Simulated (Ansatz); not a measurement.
Results of PBEsol (PAW; Ansatz, a program for electronic structure) for 1T (CdI2-type) PtS2.

### Question
Estimate the interlayer binding energy, layer repeat distance and gap between the layers that the calculation returns.

### Answer

- interlayer binding energy = 6.5 meV/Å²
- layer repeat distance = 4.762 Å
- gap between the layers = 2.369 Å

Note: the cell comes from a level without a dispersion term, which matters for the spacing of layers, chains or molecules.

Spin–orbit coupling is not included.

Cost on a shared machine: roughly 2.5 core-minutes.
